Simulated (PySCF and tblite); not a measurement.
The numbers below are computed, except where a source is named.
C5H9N, numbered as in [CH3:1][CH2:2][CH2:3][CH2:4][C:5]#[N:6].

Search: ETKDG and KDG, MMFF94s, GFN2-xTB, 90 starts; geometries at PBE0-D3(BJ)/def2-SVP. Weights use PBE0-D3(BJ)/def2-TZVP (IEF-PCM, chloroform) energies plus GFN2-xTB zero-point and thermal terms (modes under about 100 cm⁻¹ blended into free rotors). Symmetry numbers and mirror images are counted. Conformers within 3 kcal/mol (GFN2-xTB free energy) were kept, 8 at most. Codes: tblite and PySCF.

Torsions listed: C1–C2–C3–C4, C2–C3–C4–C5. Of a mirror pair one member is shown.

| conformer | shape | symmetry | dipole D |
| --- | --- | --- | --- |
| 1 | -62°, -59° | C1 (pair) | 4.97 |
| 2 | 180°, 180° | Cs | 5.20 |
| 3 | 64°, 178° | C1 (pair) | 5.25 |
| 4 | -66°, 75° | C1 (pair) | 5.06 |
| 5 | 180°, -63° | C1 (pair) | 4.97 |

Task: Which of these conformers is the most populated at 298.15 K, and with what share?

Result: Conformer 5, about 42 %. The lead over the next is within the error of the method.

Task: Give the DFT energies and free energies relative to the lowest, and all weights.

Result: 
```
conformer       shape  E(DFT) kcal/mol  G(298.15 K) kcal/mol  weight %
        1  -62°, -59°             0.36                  0.50      17.8
        2  180°, 180°             0.06                  0.34      23.3
        3   64°, 178°             0.57                  0.59      15.3
        4   -66°, 75°             1.54                  1.75       2.2
        5  180°, -63°             0.00                  0.00      41.5
```

Task: How does its share change from 250 K to 373.15 K?

Result: From 44 % to 38 %; the mixing entropy goes from 3.69 to 3.93 cal/(mol K).
